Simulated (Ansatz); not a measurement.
1T (CdI2-type) HfS2, treated with PBEsol+SOC (PAW; Ansatz, a quantum-chemistry and plane-wave program).

The run printed, among other lines:

```
Relaxation: its limit of steps is 80 (relax.max_steps)
Crystal: 3 atoms, lattice volume = 67.654 Å³
Basis set: ecut = 520 eV, 1811 PW (Γ), exchange–correlation on 54×54×90 points (8 copies of the dense FFT grid, shifted against one another)
Bands: 46, of which v1, the nominal top of the filled ones, is band 38 counted from 1 (37 counted from 0)
Symmetry: 12 space group operations + 12 with time reversal
k-points: 100 of 864
Initial density: superposition of atomic densities (chi_scale 0.1, normalization cell, long waves kept (reshape's long-wave potential 0.09 eV rms))
Functional: x = pbesol(κ = 0.804, μ = 0.12345679012345678), c = pbesol(β = 0.046)
spin=Noncollinear: Resta preconditioning applied to the charge; magnetization (m_x, m_y, m_z) channels mix plain (no charge-response kernel on spin).
SCF 1 converged in 10 iterations: F = -17390.793068 eV  dr2 = 1.00e-8
Crystal: 3 atoms, lattice volume = 67.654 Å³
Initial density: handed on by an earlier stage of this run
spin=Noncollinear: Resta preconditioning applied to the charge; magnetization (m_x, m_y, m_z) channels mix plain (no charge-response kernel on spin).
SCF 2 converged in 6 iterations: F = -17390.794959 eV  dr2 = 1.27e-7
Crystal: 3 atoms, lattice volume = 67.654 Å³
Basis set: ecut = 520 eV, 1823 PW (Γ), exchange–correlation on 54×54×90 points (8 copies of the dense FFT grid, shifted against one another)
spin=Noncollinear: Resta preconditioning applied to the charge; magnetization (m_x, m_y, m_z) channels mix plain (no charge-response kernel on spin).
SCF 3 converged in 5 iterations: F = -17390.799962 eV  dr2 = 2.89e-7
Crystal: 3 atoms, lattice volume = 67.654 Å³
spin=Noncollinear: Resta preconditioning applied to the charge; magnetization (m_x, m_y, m_z) channels mix plain (no charge-response kernel on spin).
SCF 4 converged in 6 iterations: F = -17390.799968 eV  dr2 = 1.91e-10
Crystal: 3 atoms, lattice volume = 67.654 Å³
spin=Noncollinear: Resta preconditioning applied to the charge; magnetization (m_x, m_y, m_z) channels mix plain (no charge-response kernel on spin).
SCF 5 converged in 6 iterations: F = -17390.799970 eV  dr2 = 2.63e-12
SCF converged after 6 iterations
Free energy (F): -17390.799970 eV
Internal energy: -17390.799970 eV  (E = F + TS)
E sigma→0 (E₀):  -17390.799970 eV
Fermi energy:    9.259818 eV
--- Stress (GPa, compression-positive) ---
       -0.248422       0.000000       0.000000
        0.000000      -0.248422       0.000000
        0.000000       0.000000      -0.243759
  P = ⅓ Tr σ = -0.2469 GPa (-2.469 kbar)
```

Task: Write an input file that could have produced this run (the log leaves some choices open).

Result: This is not unique; one that fits is 
Ansatz 0.2 input:
```yaml
crystal:
  lattice:
    - [1.8067671809, -3.1294125548, 0.0]
    - [1.8067671809, 3.1294125548, 0.0]
    - [0.0, 0.0, 5.9827253998]
  atoms:
    - { symbol: Hf, position: [0.0, 0.0, 0.0] }
    - { symbol: S, position: [0.3333333333, 0.6666666667, 0.2438813138] }
    - { symbol: S, position: [0.6666666667, 0.3333333333, 0.7561186862] }
basis:
  ecutwfc: 520
  ecutrho_ratio: 4
  xc_grid: 2
kpoints:
  mp_grid: { grid: [12, 12, 6] }
hamiltonian:
  xc: pbesol
  dispersion: none
  pseudopotentials: { kind: paw }
scf:
  occupations: { method: fermi_dirac, width: 0.01 }
output:
  forces: true
  stress: true
  eigenvalues: true
magnetization:
  noncollinear: true
  spin_orbit: true
relax:
  f_tol: 0.004
  escape_saddle: false
  max_steps: 80
  cell: { stress_tol: 0.02, fix: [volume] }
```

The cell is one volume of an energy–volume scan, off the minimum.

The PAW data were made under PBE.

Note: the cell comes from a level without a dispersion term, which matters for the spacing of layers, chains or molecules. Note: the cell has widely spaced layers and the level no dispersion term, so their spacing and the moduli can rest on weak binding.

Cost on a shared machine: very roughly 3 core-minutes.
